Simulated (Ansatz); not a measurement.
One change: `[CH3][MgH]` becomes `[CH3][Mg][F]`.

Ansatz, PBE0-D4/def2-TZVP geometries, multiplicity 1. 

| property | `[CH3][MgH]` |
| --- | --- |
| HOMO energy (PBE/def2-TZVPP) / eV | -5.62 |
| size of the dipole moment (B3LYP/def2-TZVPP) / D | 0.46 |
| size of the dipole moment (ωB97M-V/def2-TZVPP) / D | 0.46 |
| HOMO–LUMO gap (PBE0/def2-TZVPP) / eV | 6.47 |
| HOMO–LUMO gap (PBE/def2-TZVPP) / eV | 4.65 |
| LUMO energy (ωB97M-V/def2-TZVPP) / eV | 0.76 |

Problem. Give the same properties after the change, and the shifts. (Best estimate.)

Solution. Computed: 
```
                                          property  `[CH3][Mg][F]`  shift
                 HOMO energy (PBE/def2-TZVPP) / eV           -6.38  -0.76
  size of the dipole moment (B3LYP/def2-TZVPP) / D            2.04   1.58
size of the dipole moment (ωB97M-V/def2-TZVPP) / D            1.95   1.49
              HOMO–LUMO gap (PBE0/def2-TZVPP) / eV            6.54   0.07
               HOMO–LUMO gap (PBE/def2-TZVPP) / eV            4.65   0.00
             LUMO energy (ωB97M-V/def2-TZVPP) / eV            0.17  -0.59
```

With PBE0 the HOMO falls by 0.79 eV and the LUMO falls by 0.71 eV, so the gap widens by about 0.08 eV. PBE moves the HOMO by -0.76 eV and ωB97M-V by -0.85 eV. Dipoles are sizes alone; their direction can turn.

B3LYP here is the variant with VWN-RPA as its local correlation; programs differ in this.
